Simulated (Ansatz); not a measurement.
Dissociation curve of Li2, singlet.

Methods: RKS-PBE = restricted PBE/cc-pVTZ in Ansatz (a quantum-chemistry and plane-wave program); UMP2 = Ansatz with MP2 on UHF/cc-pVTZ, frozen core; UHF/cc-pVTZ (Ansatz).

Total energies in hartree (comparable only within one method and basis):

```json
[
 {"R / Å": "2.06", "RKS-PBE": "-14.93493", "UMP2": "-14.86498", "UHF": "-14.85432"},
 {"R / Å": "2.20", "RKS-PBE": "-14.94334", "UMP2": "-14.87395", "UHF": "-14.86220"},
 {"R / Å": "2.34", "RKS-PBE": "-14.94888", "UMP2": "-14.88026", "UHF": "-14.86752"},
 {"R / Å": "2.44", "RKS-PBE": "-14.95143", "UMP2": "-14.88341", "UHF": "-14.87004"},
 {"R / Å": "2.58", "RKS-PBE": "-14.95345", "UMP2": "-14.88628", "UHF": "-14.87208"},
 {"R / Å": "2.64", "RKS-PBE": "-14.95386", "UMP2": "-14.88705", "UHF": "-14.87251"},
 {"R / Å": "2.74", "RKS-PBE": "-14.95405", "UMP2": "-14.88782", "UHF": "-14.87274"},
 {"R / Å": "2.87", "RKS-PBE": "-14.95355", "UMP2": "-14.88740", "UHF": "-14.87282"},
 {"R / Å": "2.93", "RKS-PBE": "-14.95309", "UMP2": "-14.88664", "UHF": "-14.87287"},
 {"R / Å": "2.96", "RKS-PBE": "-14.95282", "UMP2": "-14.88623", "UHF": "-14.87285"},
 {"R / Å": "3.17", "RKS-PBE": "-14.95024", "UMP2": "-14.88314", "UHF": "-14.87232"},
 {"R / Å": "3.43", "RKS-PBE": "-14.94601", "UMP2": "-14.87926", "UHF": "-14.87108"},
 {"R / Å": "3.74", "RKS-PBE": "-14.94032", "UMP2": "-14.87526", "UHF": "-14.86950"},
 {"R / Å": "4.09", "RKS-PBE": "-14.93385", "UMP2": "-14.87186", "UHF": "-14.86803"},
 {"R / Å": "4.52", "RKS-PBE": "-14.92659", "UMP2": "-14.86912", "UHF": "-14.86683"},
 {"R / Å": "4.96", "RKS-PBE": "-14.92031", "UMP2": "-14.86748", "UHF": "-14.86613"},
 {"R / Å": "5.41", "RKS-PBE": "-14.91514", "UMP2": "-14.86655", "UHF": "-14.86575"},
 {"R / Å": "6.12", "RKS-PBE": "-14.90922", "UMP2": "-14.86586", "UHF": "-14.86551"},
 {"R / Å": "6.73", "RKS-PBE": "-14.90589", "UMP2": "-14.86562", "UHF": "-14.86544"},
 {"R / Å": "7.36", "RKS-PBE": "-14.90369", "UMP2": "-14.86551", "UHF": "-14.86542"},
 {"R / Å": "8.20", "RKS-PBE": "-14.90203", "UMP2": "-14.86545", "UHF": "-14.86541"}
]
```

The restricted form behind RKS-PBE keeps the bonding electrons paired and can't separate into open-shell fragments. The unrestricted determinant behind UMP2, UHF is spin-contaminated at 2.06 to 8.20 Å (<S²> up to 1.0, against 0.00 for a pure singlet).
